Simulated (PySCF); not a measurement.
## `CCNN(C)C`, C4H12N2

Molfile (atoms numbered from 1):
```
C4H12N2
     RDKit          3D

 18 17  0  0  0  0  0  0  0  0999 V2000
    2.5301   -0.2152    0.7391 C   0  0  0  0  0  0  0  0  0  0  0  0
    1.3158    0.4201    0.0909 C   0  0  0  0  0  0  0  0  0  0  0  0
    0.1560   -0.4273    0.2581 N   0  0  0  0  0  0  0  0  0  0  0  0
   -1.0007    0.0790   -0.3383 N   0  0  0  0  0  0  0  0  0  0  0  0
   -1.7063    1.0307    0.4844 C   0  0  0  0  0  0  0  0  0  0  0  0
   -1.8398   -0.9924   -0.8109 C   0  0  0  0  0  0  0  0  0  0  0  0
    3.4270    0.4026    0.5858 H   0  0  0  0  0  0  0  0  0  0  0  0
    2.7144   -1.2153    0.3196 H   0  0  0  0  0  0  0  0  0  0  0  0
    2.3899   -0.3270    1.8271 H   0  0  0  0  0  0  0  0  0  0  0  0
    1.1733    1.4442    0.5011 H   0  0  0  0  0  0  0  0  0  0  0  0
    1.4763    0.5432   -0.9918 H   0  0  0  0  0  0  0  0  0  0  0  0
   -0.0001   -0.6341    1.2521 H   0  0  0  0  0  0  0  0  0  0  0  0
   -2.5552    1.4587   -0.0700 H   0  0  0  0  0  0  0  0  0  0  0  0
   -1.0390    1.8604    0.7620 H   0  0  0  0  0  0  0  0  0  0  0  0
   -2.1056    0.5775    1.4220 H   0  0  0  0  0  0  0  0  0  0  0  0
   -1.2492   -1.6526   -1.4597 H   0  0  0  0  0  0  0  0  0  0  0  0
   -2.2658   -1.6093    0.0126 H   0  0  0  0  0  0  0  0  0  0  0  0
   -2.6799   -0.5808   -1.3917 H   0  0  0  0  0  0  0  0  0  0  0  0
  1  2  1  0
  2  3  1  0
  3  4  1  0
  4  5  1  0
  4  6  1  0
  1  7  1  0
  1  8  1  0
  1  9  1  0
  2 10  1  0
  2 11  1  0
  3 12  1  0
  5 13  1  0
  5 14  1  0
  5 15  1  0
  6 16  1  0
  6 17  1  0
  6 18  1  0
M  END
```

Method: GIAO KT3/pcSseg-1 magnetisability, rotational g tensor and spin-rotation constants, non-relativistic, gas phase in PySCF 2.14.0. Geometry: PBE0-D3(BJ)/def2-SVP.

(1) What are the magnetisability and the molar susceptibility?

(2) Split it along the inertial axes a, b, c into diamagnetic and paramagnetic parts about the centre of mass, with the quadrupole moment.

(3) And the rotational g tensor?

Answers

(1) Isotropic -1106 × 10⁻³⁰ J/T², or -66.6 × 10⁻⁶ cm³/mol; principal values -1148, -1121, -1049 × 10⁻³⁰ J/T², anisotropy 89 × 10⁻³⁰ J/T² (root of half the summed squared differences of the principal values). The susceptibility is in cgs units.

(2) 
```
axis  χ (10⁻⁶ cm³/mol)  diamagnetic (10⁻⁶ cm³/mol)  paramagnetic (10⁻⁶ cm³/mol)  summed x² of all electrons (Å²)  quadrupole Θ (D Å)
   a             -68.5                      -274.6                        206.1                            161.2               +2.55
   b             -67.9                      -769.2                        701.2                             44.6               -1.11
   c             -63.3                      -873.2                        809.9                             20.1               -1.44
```
Anisotropies 2χaa − χbb − χcc = -5.8 and 2χbb − χaa − χcc = -4.0 × 10⁻⁶ cm³/mol. Θ is traceless in Buckingham's convention.

(3) 
| axis | rotational constant (GHz) | g | nuclear part | electronic part |
| --- | --- | --- | --- | --- |
| a | 7.3412 | -0.0090 | 0.7018 | -0.7108 |
| b | 1.9032 | -0.0009 | 0.6260 | -0.6270 |
| c | 1.6536 | -0.0042 | 0.6249 | -0.6292 |

Asymmetric top; isotopes 12C, 1H, 14N; no vibrational averaging.
